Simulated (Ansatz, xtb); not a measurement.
Isomers of C2H2S in order of energy

3 gas-phase structures of C2H2S, found in a search over its isomers (lower ones may exist). Each was relaxed with GFN2-xTB:

A. `C=C=S`, a singlet
B. `C#CS`, a singlet
C. `C1=CS1`, a singlet

**Question.** Make a reasoned guess at their ranking by r2SCAN-D4/def2-SVP single-point energy.

**Answer.** Calculated order at r2SCAN-D4/def2-SVP: A (0.0), B (23.2), C (39.2) kcal/mol.

Energies above the lowest of each column, in kcal/mol; the last columns are at PBE0-D3(BJ)/pcseg-1 geometries:

```
structure  GFN2-xTB  HF/STO-3G  r2SCAN-D4/def2-SVP  PBE0-D3(BJ)/pcseg-1  CCSD(T)/def2-TZVPP
        A       0.0        0.0                 0.0                  0.0                 0.0
        B      14.4        3.3                23.2                 20.7                16.1
        C      28.4       34.1                39.2                 34.7                33.8
```

Every level run on A puts it lowest or level with the lowest.

Programs: Ansatz 0.2.0, xtb 6.7.1.
